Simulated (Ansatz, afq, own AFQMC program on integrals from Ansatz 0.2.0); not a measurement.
Al$_{2}$, singlet: AFQMC among the cluster methods

```xyz
2

Al    0.0000    0.0000    0.0000
Al    0.0000    0.0000   10.1970
```

Basis cc-pVDZ. Noble-gas cores (and the filled d shells of Ga–Kr and In–Xe) are frozen. AFQMC by an in-house program on the Cholesky factors that Ansatz 0.2.0 writes for its CCSD(T) run. ph-AFQMC/CISD is guided by a CISD state made of CCSD amplitudes; releasing the constraint for a short imaginary time cuts its bias at the price of noise, slowly where states lie close. Uncertainties: one standard error, sampling alone.

Determinant: UHF, the one that the program's search chose, which needn't be the lowest solution. The geometry is a point of a scan.

Full CI on the same integrals is exact in this basis and with this determinant's frozen core.

Cautions: unrestricted determinant spin contaminated (⟨S²⟩ 1.03 against 0.00); the released energies are still falling, so no released level is given (meV from the phaseless value at times in 1/Eh: -0.1 ± 2.1 at 0.24, -1.8 ± 1.9 at 0.51, -4.3 ± 1.6 at 0.99, -6.1 ± 1.5 at 1.62, -9.1 ± 1.0 at 2.40), though the last usable value meets full CI within the noise; the next higher spin lies close (within 5 meV by full CI).

The T1 diagnostic is 0.0144 and the weight of the determinant in the CISD state is 0.875. The ⟨S²⟩ of the determinant is 1.029. The size of the correlated space is 6 electrons in 26 orbitals.

```csv
level,correlation energy (eV)
MP2,-1.6638
CCSD,-2.5620
CCSD(T),-2.5992
```

**Question.** Estimate where phaseless AFQMC with a CISD trial lies against CCSD(T) on the same integrals.

**Answer.** 0.23 ± 0.05 kcal/mol below CCSD(T).

Reference: full CI, correlation energy -2.619 eV. The cautions show a poor starting determinant, so the rows tell how each method copes with it here, and full CI is the sure value.

| level | E − E(reference) (kcal/mol) | share of correlation (%) |
| --- | --- | --- |
| CCSD(T) | 0.46 | 99.24 |
| CCSDT | 0.00 | 99.99 |
| CCSDT(Q) | 0.00 | 99.99 |
| CCSDTQ | 0.00 | 100.00 |
| ph-AFQMC/HF | 2.37 ± 0.46 | 96.07 |
| ph-AFQMC/CISD | 0.22 ± 0.05 | 99.63 |

CCSDT and higher add their correlation energy to the determinant of the CCSD(T) run, since their own runs factorise the integrals more tightly (a shift of under 2 meV).
